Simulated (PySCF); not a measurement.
# Carbon: a sound run and one with changed settings

Sound run: C [He] 2s2 2p2, C⁺ [He] 2s2 2p1. All numbers are calculated (PySCF 2.14, scalar relativity by spin-free X2C-1e, in x2c-TZVPall). The sound run starts from symmetry-adapted Hartree-Fock orbitals and uses a fine grid where one is needed.

A second run was set up differently.

| species | method | sound run (hartree) | changed run (hartree) | converged |
| --- | --- | --- | --- | --- |
| C | UHF | -37.70744 | -37.70744 | yes |
| C | LDA | -37.48220 | -37.48167 | yes |
| C | M06-2X | -37.85825 | -37.83659 | yes |
| C⁺ | UHF | -37.31066 | -37.31066 | yes |
| C⁺ | LDA | -37.05304 | -37.05321 | yes |
| C⁺ | M06-2X | -37.44261 | -37.42545 | yes |

Ionisation energy of C:

```
method  sound run (eV)  changed run (eV)
   UHF          10.797            10.797
   LDA          11.678            11.659
M06-2X          11.310            11.188
```

Question: What was changed?
A. radial grid too coarse
B. a valence shell is frozen
C. minimal basis
D. too few SCF iterations

Answer: A. It used radial step 0.5 in ln r (0.13 in the sound run). A coarse radial grid mis-integrates the density and the exchange-correlation energy, with errors of either sign; Hartree-Fock needs no grid.
